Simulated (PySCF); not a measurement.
Computed with PySCF 2.14.0 with PBE-D3(BJ)/def2-TZVP // PBE-D3(BJ)/def2-SVP. All species are isolated molecules in the gas phase. Delta-SCF ions had no search for a lower state. 

Reference species (SMILES): `O(C)C` (neutral, multiplicity 1).

| Quantity | Value |
|---|---|
| dipole moment | 1.10 D |
| HOMO–LUMO gap | 6.38 eV |
| vertical ionisation energy (Delta-SCF) | 9.72 eV |

Changed species: `O` (free base H2O; the reference has free base O(CH3)2).

Question: What does the change do to the dipole moment, HOMO–LUMO gap and vertical ionisation energy (Delta-SCF)?

Answer: the dipole moment increases by 0.97 D, to 2.07 D; the HOMO–LUMO gap increases by 0.45 eV, to 6.83 eV; the vertical ionisation energy (Delta-SCF) rises by 2.93 eV, to 12.65 eV.
